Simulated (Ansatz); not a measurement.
`CC(C)C(F)F` + H₂ → difluoromethane + propane  (hydrogenolysis of a C–C bond)

Isolated molecules relaxed with PBE0-D4/def2-TZVP in Ansatz; ΔE leaves out vibrations. CCSD(T)/CBS adds triple-zeta CCSD(T) − MP2 to the extrapolated MP2 energy (def2 sets, frozen cores). This one scheme is used for every species. Functionals use def2-TZVPP. B3LYP here is the variant with VWN-RPA as its local correlation; programs differ in this. HSE06 is defined as in plane-wave codes. One conformer a species, not always the lowest.

| level | ΔE (kJ/mol) | difference from CCSD(T)/CBS |
| --- | --- | --- |
| LDA (SPW92) | -12.8 | 11.6 |
| PBE-D4 | -26.8 | -2.4 |
| revPBE-D4 | -23.6 | 0.8 |
| BLYP-D4 | -29.3 | -4.9 |
| B97M-V | -27.4 | -3.0 |
| PBE0-D4 | -29.2 | -4.8 |
| r2SCANh-D4 | -23.5 | 0.9 |
| r2SCAN0-D4 | -25.5 | -1.1 |
| HSE06-D4 | -29.7 | -5.3 |
| BHLYP-D4 | -33.8 | -9.4 |
| ωB97M-V | -23.3 | 1.1 |
| B2PLYP | -35.3 | -10.9 |
| PBE-QIDH | -29.5 | -5.1 |
| PBE | -34.3 | -9.9 |
| revPBE | -43.7 | -19.3 |
| BLYP | -45.0 | -20.6 |
| r2SCAN | -24.2 | 0.2 |
| PBE0 | -35.7 | -11.3 |
| B3LYP | -43.2 | -18.8 |
| r2SCANh | -25.8 | -1.4 |
| r2SCAN0 | -28.0 | -3.6 |
| HSE06 | -35.8 | -11.4 |
| BHLYP | -42.4 | -18.0 |
| CAM-B3LYP | -35.8 | -11.4 |
| LC-ωPBE | -32.6 | -8.2 |
| RPA@PBE/def2-TZVPP | -25.7 | -1.3 |
| HF/def2-SVP | -47.9 | -23.5 |
| MP2/def2-SVP | -17.4 | 7.0 |
| CCSD/def2-SVP | -25.2 | -0.8 |
| CCSD(T)/def2-SVP | -20.3 | 4.1 |
| HF/def2-TZVPP | -53.0 | -28.6 |
| MP2/def2-TZVPP | -22.8 | 1.6 |
| SCS-MP2/def2-TZVPP | -29.5 | -5.1 |
| CCSD/def2-TZVPP | -31.0 | -6.6 |
| CCSD(T)/def2-TZVPP | -25.6 | -1.2 |
| HF/def2-QZVPP | -53.5 | -29.1 |
| MP2/def2-QZVPP | -22.3 | 2.1 |
| SCS-MP2/def2-QZVPP | -29.1 | -4.7 |
| HF/CBS(def2) | -53.6 | -29.2 |
| MP2/CBS(def2) | -21.6 | 2.8 |
| CCSD(T)/CBS | -24.4 | 0 |

(1) What do rigid-rotor, harmonic-oscillator terms from PBE0-D4/def2-TZVP frequencies (298.15 K, 1 bar) make of the CCSD(T)/CBS value? (Best estimate.)

Largest T1 diagnostic among the species: 0.011.

## Answers

(1) Ansatz gave: ΔZPE = +23.3 kJ/mol, ΔH = -5.4 kJ/mol, ΔS = 45 J/(mol·K), ΔG = -18.9 kJ/mol.

From r2SCAN to r2SCAN0 (25 % exact exchange), in def2-TZVPP and without D4, ΔE moves by −3.8 kJ/mol. Leaving LDA and LC-ωPBE aside and taking each functional with its dispersion term where it has one, the values, not all of them listed here, spread over 13.2 kJ/mol, from B2PLYP to r2SCAN-D4. LDA lies +21.5 kJ/mol from PBE without D4.

CCSD(T)/CBS has its own doubt, a few kJ/mol and more with outer-core shells, so smaller differences from it don't rank the levels.
